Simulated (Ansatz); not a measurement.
Working through an active-space calculation of H4NOP, SMILES NPO

Computed with Ansatz's Python interface.

The cells in order, each with its output:

In [1]:
```python
import ansatz as az
```

In [2]:
```python
molecule = (
    az.Crystal.molecule()
    .atom('N', (-0.56, 0.2873, -0.5805))
    .atom('P', (0.1122, 0.2012, 0.931))
    .atom('O', (1.4638, -0.3604, 0.3147))
    .atom('H', (-0.1971, 1.1868, -1.0635))
    .atom('H', (-1.6129, 0.4708, -0.5137))
    .atom('H', (-0.4576, -1.0066, 1.3599))
    .atom('H', (1.313, -0.8471, -0.4935))
)

setup = (
    molecule.calculation()
    .basis(gaussian='6-31G*')
    .correlation(active_electrons=4, active_orbitals=4)
)
for method in [None, 'sc_nevpt2']:
    data = (setup if method is None else setup.correlation(method)).run(threads=1, backend='cpu').report
    space = data['configurations']
    state = space['states'][0]
    print(method or 'casscf', f'total {data["free_energy_ev"] / 27.211386246:.6f} Ha, active-space state {state["energy"]["hartree"]:.6f} Ha, mean field {data["reference_energy_ev"] / 27.211386246:.6f} Ha')
    print('  determinants', state['n_determinants'], ' natural occupations', [round(n, 3) for n in space['natural_occupations']])
print('effectively unpaired electrons, sum of min(n, 2 - n):', round(sum(min(n, 2 - n) for n in space['natural_occupations']), 3))
```
```text
casscf total -472.382030 Ha, active-space state -472.382030 Ha, mean field -472.335851 Ha
  determinants 36  natural occupations [1.977, 1.974, 0.024, 0.024]
sc_nevpt2 total -472.780967 Ha, active-space state -472.382029 Ha, mean field -472.335851 Ha
  determinants 36  natural occupations [1.977, 1.974, 0.024, 0.024]
effectively unpaired electrons, sum of min(n, 2 - n): 0.096
```

Notes:
- Total energies depend on the basis set; only differences at equal settings carry meaning.
- The geometry is a force-field or estimated start, not a minimum of this method, and the basis set is short of its limit. The active space starts as a window about the frontier orbitals and is then optimised, not chosen by chemistry.
- Timing: 9.5 s on 1 thread of Intel(R) Xeon(R) Platinum 8259CL CPU @ 2.50GHz (Skylake/Cascade Lake), on a shared host, peak memory 0.18 GiB.

(Lines on the test bed's own set-up are left out of the output.)
